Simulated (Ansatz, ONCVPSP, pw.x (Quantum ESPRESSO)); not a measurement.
## What a changed setting does to a pw.x run (bcc Ta)

Potential: optimised norm-conserving Vanderbilt (ONCV), ONCVPSP 4.0.1.1 (patched build), PBE; core [Kr] 4d10 4f14, reference 5s2 5p6 5d3 6s1.75 6p0.25; waves: 5s+6s: rc 1.75 bohr, ncon 4, nbas 7, qcut 5.5 1/bohr, 2 projectors; 5p+6p: rc 1.90 bohr, ncon 4, nbas 7, qcut 8.8 1/bohr, 2 projectors; 5d: rc 1.85 bohr, ncon 4, nbas 8, qcut 5.7 1/bohr, 2 projectors, debl 0.6 Ha; local part: polynomial inside 1.20 bohr (lpopt 5, dvloc0 6 Ha); core correction: Teter function fitted to the true core (icmod 2), fcfact 0.74.

The reference run (k-mesh 14³, cutoffs 80/320 Ry, Fermi–Dirac 0.01 Ry, mixing_beta 0.4, conv_thr 1e-9, no spin) gives -0.66 GPa at 18.192 Å³/atom, where all-electron LAPW gives 1.22 GPa. This run, with its own iteration cap, changes occupations to fixed, a wrong or extreme entry chosen on purpose.

```
&control
  calculation='scf', prefix='x', pseudo_dir='./', outdir='./tmp', tstress=.true., disk_io='none'
/
&system
  ibrav=0, nat=1, ntyp=1, ecutwfc=80, ecutrho=320, nbnd=14,
  occupations='fixed'
/
&electrons
  conv_thr=1e-09, mixing_beta=0.4, electron_maxstep=70
/
ATOMIC_SPECIES
Ta 1.0 Ta.UPF
CELL_PARAMETERS angstrom
  -1.65681297 1.65681297 1.65681297
  1.65681297 -1.65681297 1.65681297
  1.65681297 1.65681297 -1.65681297
ATOMIC_POSITIONS crystal
Ta 0.0000 0.0000 0.0000
K_POINTS automatic
14 14 14 0 0 0
```

```bash
pw.x < Ta.scf.in > Ta.scf.out
```

Q: How does the run end?

A: It stops with "electrons: charge is wrong: smearing is needed".

```
Message from routine setup:
     the system is metallic, specify occupations
     Message from routine setup:
     using ibrav=0 with symmetry is DISCOURAGED, use correct ibrav instead
     lattice parameter (alat)  =       5.4229  a.u.
     unit-cell volume          =     122.7657 (a.u.)^3
     number of electrons       =        13.00
     number of Kohn-Sham states=           14
     kinetic-energy cutoff     =      80.0000  Ry
     charge density cutoff     =     320.0000  Ry
     scf convergence threshold =      1.0E-09
     Exchange-correlation= PBE
     number of k points=   104
     iteration #  1     ecut=    80.00 Ry     beta= 0.40
     Error in routine electrons (1):
     charge is wrong: smearing is needed
```

The run took about 3.9 s on one core of a shared host (Intel(R) Xeon(R) 6975P-C, 192 threads, 1512 GiB, load 80).
